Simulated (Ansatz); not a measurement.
in.yaml

```yaml
crystal:
  periodic: [false, false, false]
  atoms:
    - {symbol: B, position_ang: [0.000000, -0.815465, 1.721972]}
    - {symbol: Ge, position_ang: [0.000000, 0.225920, 0.127967]}
    - {symbol: F, position_ang: [0.000000, -0.491121, -1.458209]}
    - {symbol: H, position_ang: [0.000000, 1.722026, -0.206468]}
basis:
  gaussian: {orbitals: cc-pVDZ}
total_charge: 1
magnetization: {spin_polarized: true, initial_magnetization: 2}
correlation: {method: ccsd_t, electrons: outside_noble_gas}
```

```sh
$ ansatz run in.yaml --threads 1 --pin off --events-out ev --progress --plain --max-ram 2393MiB
```

The program prints:

```
634 factors; integrals over basis functions are off by at most 8.7e-4 eV
mean field evaluation 1: about -59845.8870 eV, gradient 4.3e1 eV
mean field evaluation 2: about -59845.9391 eV, gradient 4.2e1 eV
mean field evaluation 4: about -59854.5334 eV, gradient 4.6e0 eV
mean field evaluation 8: about -59855.1646 eV, gradient 7.6e-1 eV
mean field evaluation 16: about -59855.1951 eV, gradient 2.1e-6 eV
mean field evaluation 32: about -59854.5799 eV, gradient 5.1e-3 eV
mean field evaluation 64: about -59847.7862 eV, gradient 1.4e1 eV
mean field evaluation 96: about -59849.4460 eV, gradient 9.5e0 eV
mean field evaluation 128: about -59848.9274 eV, gradient 8.7e0 eV
mean field evaluation 160: about -59846.7395 eV, gradient 1.2e1 eV
...
mean field evaluation 608: about -59849.1965 eV, gradient 2.7e-2 eV
mean field -59855.19509365 eV, -2199.6378483831 hartree, gradient 2.0e-6 eV, S^2 2.003539; 7 other end points of the search recorded, 0 dependent functions left out
determinant -59855.19509365 eV, -2199.6378483831 hartree, with singles and doubles -59863.77324897 eV, -2199.9530897769 hartree
determinant -59854.57996168 eV, -2199.6152427003 hartree, with singles and doubles -59863.05870826 eV, -2199.9268308901 hartree
determinant -59852.82908857 eV, -2199.5508993004 hartree, with singles and doubles -59861.54072500 eV, -2199.8710460339 hartree
16 core orbitals not correlated: weight in the atoms' cores, before any rotation towards them, 0.975 or more for the frozen orbitals, at most 0.028 for the correlated occupied ones
reference -59855.19509365 eV, -2199.6378483831 hartree; 8, 6 occupied and 36, 38 virtual orbitals, 634 factors
second order -7.92767115 eV of doubles, -0.00000000 eV of singles
cycle   1  -8.58097788 eV  change   -2.8e-3 eV  update   2.2e-3
cycle   2  -8.58051130 eV  change    4.7e-4 eV  update   1.6e-3
cycle   3  -8.58097792 eV  change   -4.7e-4 eV  update   1.1e-3
cycle   4  -8.58168401 eV  change   -7.1e-4 eV  update   3.2e-4
cycle   5  -8.58221304 eV  change   -5.3e-4 eV  update   1.5e-4
cycle   6  -8.58234853 eV  change   -1.4e-4 eV  update   4.2e-5
cycle   7  -8.58237751 eV  change   -2.9e-5 eV  update   2.2e-5
cycle   8  -8.58237279 eV  change    4.7e-6 eV  update   1.3e-5
cycle   9  -8.58235620 eV  change    1.7e-5 eV  update   7.9e-6
perturbative correction -0.21607952 eV, -0.0079407759 hartree
Total energy: -59863.99352937 eV, -2199.9611849322 hartree
```

For the same geometry and basis UCCSDT(Q) lies 61.6 meV lower.

Ran on 1 thread of Intel Xeon Platinum 8259CL, shared host: 20 s wall, 0.18 GiB peak host memory.
